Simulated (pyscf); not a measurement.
PySCF, gas phase, ωB97X-D3(BJ)/def2-SVP geometries.

### Question
PBE/def2-TZVP puts the barrier of SiH₄ + H₃Si–SeH → H₃Si–Se–SiH₃ + H₂ (four-centre exchange; singlet surface; H–Si, H–Se broken, Se–Si, H–H formed) at 158.8 kJ/mol and the reaction energy at -41.5 kJ/mol, from the separated reactants. What do r²SCAN/def2-TZVP, B3LYP-D3(BJ)/def2-TZVP, ωB97M-D3(BJ)/def2-TZVP give on the same structures?

### Answer
r²SCAN: ΔE‡ = 166.5 kJ/mol, ΔE = -46.7 kJ/mol; B3LYP-D3(BJ): ΔE‡ = 181.1 kJ/mol, ΔE = -43.0 kJ/mol; ωB97M-D3(BJ): ΔE‡ = 190.7 kJ/mol, ΔE = -39.8 kJ/mol. PBE's barrier lies under all of them, by 7.8 to 31.9 kJ/mol. Its reaction energy lies among theirs. One saddle was located; it need not be the lowest between these sides. Elements up to Kr have no core potential and no relativistic terms here.
